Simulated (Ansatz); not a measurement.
System: bcc Ta. Method: PBE-D4 (plane waves, PAW; Ansatz, a quantum-chemistry and plane-wave program).

Run with plane-wave cutoff 520 eV, 24×24×24 k mesh, Fermi–Dirac smearing 0.05 eV, scalar-relativistic PAW data made under PBE.

Pressure at four volumes; x = ln(V/18.027 Å³). One pressure is withheld.

```csv
V (Å³/atom),x,P (GPa)
16.945,-0.0619,?
17.306,-0.0408,8.84
18.027,0.0000,0.01
19.109,0.0583,-10.40
```

**Question.** Pass a parabola P(x) through the three rows shown, estimate the bulk modulus and its pressure derivative near zero pressure, and predict the withheld pressure.

**Answer.** Slopes between the rows: (0.01 − (8.84))/(0.0000 − (-0.0408)) = -216.42 and (-10.40 − (0.01))/(0.0583 − (0.0000)) = -178.56 GPa. Their difference over the span 0.0991 is c = 37.86/0.0991 = 382.0 GPa, so P(x) = 8.84 + (-216.42)(x − (-0.0408)) + 382.0 (x − (-0.0408))(x − (0.0000)). At the middle row B = −dP/dx = −[-216.42 + 382.0 × 0.0408] = 200.8 GPa, and B′ = dB/dP = 2c/B = 3.8. At x = -0.0619 the parabola gives 13.91 GPa; the run gives 13.97 GPa. The Birch–Murnaghan fit to the energies at all volumes has B0 = 200 GPa and B′ = 3.9.

Measured, for comparison: bulk modulus 198 GPa (corrected for temperature and zero-point phonon effects, our sources range from 194 to 203; as tabulated in Levämäki et al. (2014), arXiv:1402.3671). Computed (rounded) less measured: bulk modulus +1 % (inside the range of the sources held).

Spin–orbit coupling is not included.
